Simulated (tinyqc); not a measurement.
CIS on RHF in the sto-6g basis, for OH-, spin multiplicity 1, step by step. The basis has no diffuse functions, so it cannot describe the extra electron: this is an exercise in the method, not the real anion. Computed by tinyqc, a small Python program that keeps every step (integrals from PySCF). Settings: charge = -1, multiplicity = 1, basis = sto-6g, method = RHF, energy threshold = 1e-10, iteration cap = 61, orthogonalisation = canonical, start = Wolfsberg-Helmholz matrix, DIIS depth = 6. Command: `OMP_NUM_THREADS=1 python tinyqc.py 26031 26032 out.jsonl` (the two numbers bound the seeds that draw the settings). One thread of a shared host (Intel(R) Xeon(R) Processor @ 2.60GHz), about 0.08 s of CPU time with the checks. The early iterations of the SCF are left out here.

## One-electron integrals

Geometry (angstrom):
```
atom         x         y         z
O     0.000000  0.000000  0.000000
H     0.000000  0.000000  1.173000
```

Basis sto-6g: exponents (1/bohr^2) and contraction coefficients of normalised primitives:
```
element  l (shell)     exponent  coefficient
O            s (1)  1355.584234     0.009164
O            s (1)   248.544885     0.049361
O            s (1)    69.533902     0.168538
O            s (1)    23.886772     0.370563
O            s (1)     9.275933     0.416492
O            s (1)     3.820341     0.130334
O            s (2)    52.187762    -0.013253
O            s (2)    10.329320    -0.046992
O            s (2)     3.210345    -0.033785
O            s (2)     1.235135     0.250242
O            s (2)     0.536420     0.595117
O            s (2)     0.245881     0.240706
O            p (3)    52.187762     0.003760
O            p (3)    10.329320     0.037679
O            p (3)     3.210345     0.173897
O            p (3)     1.235135     0.418036
O            p (3)     0.536420     0.425860
O            p (3)     0.245881     0.101708
H            s (1)    35.523221     0.009164
H            s (1)     6.513144     0.049361
H            s (1)     1.822143     0.168538
H            s (1)     0.625955     0.370563
H            s (1)     0.243077     0.416492
H            s (1)     0.100112     0.130334
```

Overlap, kinetic and nuclear-attraction integrals over the contracted functions; the nuclear repulsion is the sum of Za Zb / Rab.

nuclear repulsion = 3.60905174 hartree

overlap S, lower triangle:
```
           1O 1s     1O 2s    1O 2px    1O 2py    1O 2pz     2H 1s
1O 1s   1.000000
1O 2s   0.231145  1.000000
1O 2px  0.000000  0.000000  1.000000
1O 2py  0.000000  0.000000  0.000000  1.000000
1O 2pz  0.000000  0.000000  0.000000  0.000000  1.000000
2H 1s   0.033710  0.347463  0.000000  0.000000  0.312195  1.000000
```

kinetic energy T (hartree), lower triangle:
```
            1O 1s     1O 2s    1O 2px    1O 2py    1O 2pz     2H 1s
1O 1s   29.327197
1O 2s   -0.896024  0.842618
1O 2px   0.000000  0.000000  2.531309
1O 2py   0.000000  0.000000  0.000000  2.531309
1O 2pz   0.000000  0.000000  0.000000  0.000000  2.531309
2H 1s   -0.006436  0.047341  0.000000  0.000000  0.146114  0.768522
```

nuclear attraction V (hartree), lower triangle:
```
             1O 1s      1O 2s     1O 2px     1O 2py     1O 2pz      2H 1s
1O 1s   -61.709447
1O 2s    -6.255558  -9.449905
1O 2px    0.000000   0.000000  -9.423978
1O 2py    0.000000   0.000000   0.000000  -9.423978
1O 2pz   -0.010936  -0.127781   0.000000   0.000000  -9.500559
2H 1s    -1.043841  -2.461610   0.000000   0.000000  -1.975869  -4.793167
```

core Hamiltonian H = T + V (hartree), lower triangle:
```
             1O 1s      1O 2s     1O 2px     1O 2py     1O 2pz      2H 1s
1O 1s   -32.382249
1O 2s    -7.151582  -8.607286
1O 2px    0.000000   0.000000  -6.892669
1O 2py    0.000000   0.000000   0.000000  -6.892669
1O 2pz   -0.010936  -0.127781   0.000000   0.000000  -6.969250
2H 1s    -1.050277  -2.414269   0.000000   0.000000  -1.829755  -4.024645
```

## Two-electron integrals

Functions are numbered as in S; the eight-fold symmetry (ij|kl) = (ji|kl) = (kl|ij) leaves the list below.

Two-electron integrals (ij|kl) in chemists' order, unique and non-zero (hartree):
```
(11|11) 4.787491   (21|11) 0.675884   (21|21) 0.121505   (22|11) 1.117379
(22|21) 0.249212   (22|22) 0.817383   (31|31) 0.025762   (32|31) 0.039145
(32|32) 0.180664   (33|11) 1.117381   (33|21) 0.249212   (33|22) 0.817382
(33|33) 0.880663   (41|41) 0.025762   (42|41) 0.039145   (42|42) 0.180664
(43|43) 0.047461   (44|11) 1.117381   (44|21) 0.249212   (44|22) 0.817382
(44|33) 0.785741   (44|44) 0.880663   (51|51) 0.025762   (52|51) 0.039145
(52|52) 0.180664   (53|53) 0.047461   (54|54) 0.047461   (55|11) 1.117381
(55|21) 0.249212   (55|22) 0.817382   (55|33) 0.785741   (55|44) 0.785741
(55|55) 0.880663   (61|11) 0.104840   (61|21) 0.018079   (61|22) 0.036315
(61|33) 0.036238   (61|44) 0.036238   (61|51) 0.000887   (61|52) 0.001742
(61|55) 0.036469   (61|61) 0.002742   (62|11) 0.274658   (62|21) 0.062212
(62|22) 0.228451   (62|33) 0.224538   (62|44) 0.224538   (62|51) 0.005005
(62|52) 0.038141   (62|55) 0.236278   (62|61) 0.009324   (62|62) 0.082228
(63|31) 0.006646   (63|32) 0.038277   (63|53) 0.007729   (63|63) 0.011119
(64|41) 0.006646   (64|42) 0.038277   (64|54) 0.007729   (64|64) 0.011119
(65|11) 0.207878   (65|21) 0.047721   (65|22) 0.186802   (65|33) 0.178619
(65|44) 0.178619   (65|51) 0.009927   (65|52) 0.067109   (65|55) 0.203168
(65|61) 0.007450   (65|62) 0.081700   (65|65) 0.091260   (66|11) 0.443928
(66|21) 0.102411   (66|22) 0.431925   (66|33) 0.415612   (66|44) 0.415612
(66|51) 0.009835   (66|52) 0.104746   (66|55) 0.464549   (66|61) 0.015466
(66|62) 0.204960   (66|65) 0.231856   (66|66) 0.774999
```

## Orthogonalisation

S = U s U^T; canonical form X = U s^(-1/2), so that X^T S X = 1. Each column of U has its largest component positive (the first on a tie).

eigenvalues of S: 0.510090  0.843900  1.000000  1.000000  1.132639  1.513371

X:
```
                1          2         3          4          5         6
1O 1s    0.317007   0.745413  0.000000   0.000000   0.585882  0.245279
1O 2s   -0.807098  -0.461309  0.000000   0.000000   0.372313  0.467767
1O 2px   0.000000   0.000000  0.319445   0.947605   0.000000  0.000000
1O 2py   0.000000   0.000000  0.947605  -0.319445   0.000000  0.000000
1O 2pz  -0.590791   0.577252  0.000000   0.000000  -0.582839  0.321060
2H 1s    0.927094  -0.288630  0.000000   0.000000  -0.247625  0.527949
```

Within a degenerate level the vectors are fixed only up to a rotation; this is one choice.

## Starting guess

The start is the generalised Wolfsberg-Helmholz matrix (K = 1.75) built on H; D = 2 C_occ C_occ^T.

D at the start, lower triangle:
```
            1O 1s      1O 2s    1O 2px    1O 2py    1O 2pz     2H 1s
1O 1s    2.087631
1O 2s   -0.375827   1.651294
1O 2px   0.000000   0.000000  2.000000
1O 2py   0.000000   0.000000  0.000000  2.000000
1O 2pz   0.082955  -0.326500  0.000000  0.000000  1.774152
2H 1s   -0.146837   0.449515  0.000000  0.000000  0.261170  0.195112
```

## Iteration 7 (converged): orbitals

converged F (hartree), lower triangle:
```
             1O 1s      1O 2s    1O 2px    1O 2py     1O 2pz     2H 1s
1O 1s   -19.720378
1O 2s    -4.791455  -1.693020
1O 2px    0.000000   0.000000  0.202651
1O 2py    0.000000   0.000000  0.000000  0.202651
1O 2pz   -0.017061  -0.002482  0.000000  0.000000   0.509458
2H 1s    -0.705704  -0.505512  0.000000  0.000000  -0.272240  0.030085
```

Diagonalise F' = X^T F X, C = X C', fill 5 alpha and 5 beta electrons from the bottom; D = 2 C_occ C_occ^T. Each column has its largest component positive (the first on a tie).

F' = X^T F X (hartree), lower triangle:
```
           1          2         3         4          5          6
1   0.214850
2  -2.400677  -7.603829
3   0.000000   0.000000  0.202651
4   0.000000   0.000000  0.000000  0.202651
5  -1.772905  -8.285869  0.000000  0.000000  -8.687156
6  -1.014516  -4.379860  0.000000  0.000000  -5.089911  -3.123599
```

orbital energies (hartree): MO1 -19.723523, MO2 -0.588438, MO3 0.071800, MO4 0.202651, MO5 0.202651, MO6 1.040428

coefficients C:
```
              MO1        MO2        MO3        MO4       MO5        MO6
1O 1s    0.996810  -0.235354   0.081152   0.000000  0.000000  -0.062822
1O 2s    0.013873   0.938038  -0.445409   0.000000  0.000000   0.378338
1O 2px   0.000000   0.000000   0.000000   0.885163  0.465282   0.000000
1O 2py   0.000000   0.000000   0.000000  -0.465282  0.885163   0.000000
1O 2pz   0.001686   0.014401   0.501508   0.000000  0.000000   0.934513
2H 1s   -0.002900   0.197648   0.743955   0.000000  0.000000  -0.830853
```

D after iteration 7, lower triangle:
```
            1O 1s      1O 2s    1O 2px    1O 2py    1O 2pz     2H 1s
1O 1s    2.111214
1O 2s   -0.486177   2.156993
1O 2px   0.000000   0.000000  2.000000
1O 2py   0.000000   0.000000  0.000000  2.000000
1O 2pz   0.077979  -0.419688  0.000000  0.000000  0.503441
2H 1s    0.021932  -0.292005  0.000000  0.000000  0.751882  1.185083
```

Within a degenerate level the vectors are fixed only up to a rotation; this is one choice.

## Convergence

Stop when the energy changes by less than 1e-10 hartree and every element of the error matrix X^T (F D S - S D F) X is below 3e-06.

Course of the cycle:
```
iteration   E (hartree)     change  largest element of the error matrix
1          -74.26049723          -                             5.35e-01
2          -74.77164901  -5.11e-01                             1.13e-01
3          -74.77992901  -8.28e-03                             2.13e-02
4          -74.78017003  -2.41e-04                             5.19e-04
5          -74.78017026  -2.29e-07                             1.34e-05
6          -74.78017026  -1.70e-10                             7.77e-07
7          -74.78017026  -4.55e-13                             1.96e-10
```

PySCF RHF in the same basis = -74.78017026 hartree

Converged in 7 iterations.

## Populations, bond orders and dipole

Mulliken: Z minus the diagonal of D S on the atom; Loewdin: the same with S^(1/2) D S^(1/2); Mayer order: 2 sum_s sum (D(s) S)_ij (D(s) S)_ji over the two atoms.

Charges (e):
```
atom   Mulliken    Loewdin
1O    -0.680905  -0.693039
2H    -0.319095  -0.306961
```

Mayer bond orders:
```
pair     order
2-1   0.898178
```

dipole moment about the origin, x y z (debye): 0.000000  0.000000  -1.188692

## Integrals over molecular orbitals

(pq|rs) = sum C_ip C_jq C_kr C_ls (ij|kl), one index at a time.

one-electron integrals over orbitals h = C^T H C (hartree), lower triangle:
```
            1          2          3          4          5          6
1  -32.369216
2    0.614810  -7.179626
3   -0.208918   0.714262  -5.220181
4    0.000000   0.000000   0.000000  -6.892669
5    0.000000   0.000000   0.000000   0.000000  -6.892669
6    0.166861  -0.825731  -1.516998   0.000000   0.000000  -5.724006
```

Two-electron integrals over orbitals (pq|rs), unique and non-zero (hartree):
```
(11|11) 4.763113    (21|11) -0.456388   (21|21) 0.070096    (22|11) 1.060322
(22|21) -0.019109   (22|22) 0.737285    (31|11) 0.161278    (31|21) -0.024622
(31|22) 0.008640    (31|31) 0.016308    (32|11) -0.188754   (32|21) 0.007346
(32|22) -0.060846   (32|31) 0.009555    (32|32) 0.128859    (33|11) 0.716666
(33|21) -0.006203   (33|22) 0.586511    (33|31) -0.000961   (33|32) 0.012654
(33|33) 0.623721    (41|41) 0.026674    (42|41) 0.034093    (42|42) 0.157175
(43|41) -0.010982   (43|42) -0.043780   (43|43) 0.032475    (44|11) 1.117089
(44|21) -0.012291   (44|22) 0.768386    (44|31) 0.004176    (44|32) -0.100186
(44|33) 0.568006    (44|44) 0.880663    (51|51) 0.026674    (52|51) 0.034093
(52|52) 0.157175    (53|51) -0.010982   (53|52) -0.043780   (53|53) 0.032475
(54|54) 0.047461    (55|11) 1.117089    (55|21) -0.012291   (55|22) 0.768386
(55|31) 0.004176    (55|32) -0.100186   (55|33) 0.568006    (55|44) 0.785741
(55|55) 0.880663    (61|11) -0.127323   (61|21) 0.020270    (61|22) -0.002322
(61|31) 0.005707    (61|32) 0.021566    (61|33) -0.006749   (61|44) -0.003250
(61|55) -0.003250   (61|61) 0.027381    (62|11) 0.170988    (62|21) -0.004824
(62|22) 0.087858    (62|31) 0.016545    (62|32) 0.046431    (62|33) 0.001729
(62|44) 0.091336    (62|55) 0.091336    (62|61) 0.022574    (62|62) 0.109898
(63|11) 0.301009    (63|21) -0.004136   (63|22) 0.145827    (63|31) -0.003074
(63|32) -0.113565   (63|33) 0.004504    (63|44) 0.174452    (63|55) 0.174452
(63|61) -0.008848   (63|62) 0.025565    (63|63) 0.181541    (64|41) 0.008147
(64|42) 0.033101    (64|43) 0.013425    (64|64) 0.037853    (65|51) 0.008147
(65|52) 0.033101    (65|53) 0.013425    (65|65) 0.037853    (66|11) 0.944208
(66|21) -0.011062   (66|22) 0.675774    (66|31) 0.011357    (66|32) 0.009593
(66|33) 0.623678    (66|44) 0.667910    (66|55) 0.667910    (66|61) 0.009270
(66|62) 0.081832    (66|63) 0.066009    (66|66) 0.711937
```

## CIS matrix, singlets

A(ia,jb) = (e_a - e_i) d_ij d_ab + 2 (ia|jb) - (ij|ab).

CIS matrix A, singlet (hartree), lower triangle:
```
           1>6       2>6       3>6       4>6       5>6
1>6  19.874506
2>6   0.056210  1.172889
3>6  -0.029052  0.041536  0.708033
4>6   0.000000  0.000000  0.000000  0.245573
5>6   0.000000  0.000000  0.000000  0.000000  0.245573
```

## CIS singlet states

dipole integrals <i|r|a> (bohr):
```
            x          y          z
1>6  0.000000   0.000000   0.055678
2>6  0.000000   0.000000   0.053735
3>6  0.000000   0.000000  -1.161234
4>6  0.047960  -0.025210   0.000000
5>6  0.025210   0.047960   0.000000
```

Diagonalise A (1 hartree = 27.211386 eV); each vector has its largest component positive (the first on a tie). The transition dipole is mu = sqrt2 sum c_ia <i|r|a>.

singlet excitation energies (eV): 6.682386  6.682386  19.164739  32.011973  540.818650

lowest vectors:
```
      state 1    state 2    state 3    state 4    state 5
1>6  0.000000   0.000000   0.001769  -0.002857   0.999994
2>6  0.000000   0.000000  -0.088503   0.996071   0.003002
3>6  0.000000   0.000000   0.996074   0.088508  -0.001509
4>6  0.030259   0.999542   0.000000   0.000000   0.000000
5>6  0.999542  -0.030259   0.000000   0.000000   0.000000
```

oscillator strengths 2/3 w |mu|^2: 0.000961  0.000961  1.266497  0.003830  0.087893

Within a degenerate level the vectors are fixed only up to a rotation; this is one choice.

## CIS matrix, triplets

A(ia,jb) = (e_a - e_i) d_ij d_ab - (ij|ab).

CIS matrix A, triplet (hartree), lower triangle:
```
           1>6        2>6       3>6       4>6       5>6
1>6  19.819743
2>6   0.011062   0.953092
3>6  -0.011357  -0.009593  0.344951
4>6   0.000000   0.000000  0.000000  0.169867
5>6   0.000000   0.000000  0.000000  0.000000  0.169867
```

## CIS triplet states

Diagonalise A (1 hartree = 27.211386 eV); each vector has its largest component positive (the first on a tie).

triplet excitation energies (eV): 4.622327  4.622327  9.382290  25.938897  539.323051

lowest vectors:
```
       state 1   state 2   state 3    state 4    state 5
1>6   0.000000  0.000000  0.000574  -0.000596   1.000000
2>6   0.000000  0.000000  0.015758   0.999876   0.000587
3>6   0.000000  0.000000  0.999876  -0.015758  -0.000583
4>6  -0.025465  0.999676  0.000000   0.000000   0.000000
5>6   0.999676  0.025465  0.000000   0.000000   0.000000
```

Within a degenerate level the vectors are fixed only up to a rotation; this is one choice.
